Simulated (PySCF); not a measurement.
Diamond: correlation energy from several methods in one and the same small orbital space (PySCF; 2 atoms at the zone centre, 8 electrons in 58 orbitals, empty ones MP2 natural orbitals of a TZ basis, lattice constant set to 3.567 Å). It tests the methods against each other and lies far from the crystal's limit.

CCSDT(Q) gives -4.0092 eV per atom.

Q: What share of it do MP2, CCSD, CCSD(T), CCSDT recover?

A: MP2 76.2 %; CCSD 95.0 %; CCSD(T) 99.0 %; CCSDT 99.7 %.

```tsv
method	E_corr (eV per atom)	share of CCSDT(Q) (%)	difference (meV)
MP2	-3.0570	76.2	952
CCSD	-3.8091	95.0	200
CCSD(T)	-3.9689	99.0	40
CCSDT	-3.9955	99.7	14
CCSDT(Q)	-4.0092	100.0	0
```

MP2, (T) and (Q) use filled levels shifted down by the Madelung term, which in so small a cell is a large part of the gap, so these rows hang on it.

CCSDT(Q) is the highest level reached here, not an exact value.
